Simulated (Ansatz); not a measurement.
# CH₆AlB: one species, many methods

One table from this session's results is given with a row withheld; the runs are named, their logs left out.

Method: functionals in def2-TZVPP, the program's frozen cores in correlated methods; program: Ansatz 0.2.0, Gaussian basis.

The runs, in order: LDA (SPW92), PBE-D4, revPBE-D4, BLYP-D4, r2SCAN-D4, B97M-V, PBE0-D4, B3LYP-D4, r2SCANh-D4, r2SCAN0-D4, HSE06-D4, BHLYP-D4, CAM-B3LYP-D4, LC-ωPBE, ωB97X-V, ωB97M-V, B2PLYP, PBE-QIDH; CCSD(T)/def2-SVP; CCSD(T)/def2-TZVPP; MP2/def2-QZVPP; extrapolation to the limit; RPA on PBE.

1 further run of the same task is left out (it didn't finish).

## Structure used throughout

The geometry comes from an earlier relaxation with PBE0-D4 in a triple-zeta def2 set; it is a stationary point, not always the lowest conformer.

9 atoms, charge 0, spin multiplicity 1.

Atoms are counted from 1 here; the program's logs count them from 0.

Bond lengths: B1–Al2 2.119 Å, B1–H4 1.201 Å, B1–H5 1.201 Å, Al2–C3 1.960 Å, Al2–H6 1.599 Å, C3–H7 1.092 Å, C3–H8 1.096 Å, C3–H9 1.095 Å. Angles: Al2–B1–H4 123.0°, Al2–B1–H5 123.2°, H4–B1–H5 113.8°, B1–Al2–C3 123.3°, B1–Al2–H6 119.0°, C3–Al2–H6 117.7°, Al2–C3–H7 114.1°, Al2–C3–H8 109.7°, Al2–C3–H9 110.6°, H7–C3–H8 107.7°, H7–C3–H9 108.2°, H8–C3–H9 106.2°.

The first run:

File in.yaml:

```yaml
crystal:
  periodic: [false, false, false]
  atoms:
    - {symbol: B, position_ang: [-1.018265, 0.948464, -1.467905]}
    - {symbol: Al, position_ang: [0.409747, 0.578717, 0.053711]}
    - {symbol: C, position_ang: [0.499923, -1.100868, 1.059714]}
    - {symbol: H, position_ang: [-0.826947, 0.683392, -2.624015]}
    - {symbol: H, position_ang: [-2.090519, 1.447237, -1.256135]}
    - {symbol: H, position_ang: [1.482963, 1.712110, 0.400573]}
    - {symbol: H, position_ang: [-0.322875, -1.788466, 0.853700]}
    - {symbol: H, position_ang: [1.435582, -1.622189, 0.826597]}
    - {symbol: H, position_ang: [0.518890, -0.904498, 2.136761]}
basis:
  gaussian: {orbitals: def2-TZVPP}
hamiltonian: {xc: lda}
output: {orbitals: {seedname: orbitals}}
```

Started as:

```bash
$ ansatz run in.yaml --threads 2 --pin off --events-out ev --progress --plain --max-ram 4352MiB
```

Steps of the session up to this table: LDA; PBE-D4 (GGA); revPBE-D4 (GGA); BLYP-D4 (GGA); r2SCAN-D4 (meta-GGA); B97M-V (meta-GGA); B3LYP-D4 (hybrid); r2SCANh-D4 (hybrid); r2SCAN0-D4 (hybrid); HSE06-D4 (hybrid); BHLYP-D4 (hybrid); CAM-B3LYP-D4 (range-separated); LC-ωPBE (range-separated); ωB97X-V (range-separated); ωB97M-V (range-separated); B2PLYP (double hybrid); PBE-QIDH (double hybrid).

One table of the session follows, with a row left open; its other results are not shown here.

It belongs to the step «Orbital energies across the functionals». 

```
  functional  HOMO (eV)  LUMO (eV)  gap (eV)
 LDA (SPW92)      -6.13      -3.48      2.65
      PBE-D4      -6.06      -3.21      2.85
   revPBE-D4      -6.02      -3.09      2.93
     BLYP-D4      -5.95      -3.02      2.92
   r2SCAN-D4      -6.29      -2.85      3.44
      B97M-V      -6.34      -3.02      3.32
     PBE0-D4      -7.23      -2.20      5.02
    B3LYP-D4      -7.04      -2.40      4.64
  r2SCANh-D4      -6.73      -2.51      4.22
  r2SCAN0-D4      -7.38      -2.00      5.37
    HSE06-D4      -6.83      -2.59      4.24
    BHLYP-D4      -8.32      -1.14      7.18
CAM-B3LYP-D4      -8.58      -1.08      7.50
     LC-ωPBE      -9.93       0.11     10.04
     ωB97X-V          ?          ?         ?
     ωB97M-V      -9.37      -0.28      9.09
```

Estimate the missing values for ωB97X-V.

**Answer.** HOMO (eV): -9.57; LUMO (eV): 0.00; gap (eV): 9.57. In the column «HOMO (eV)» it lies between LC-ωPBE (-9.93) and ωB97M-V (-9.37).
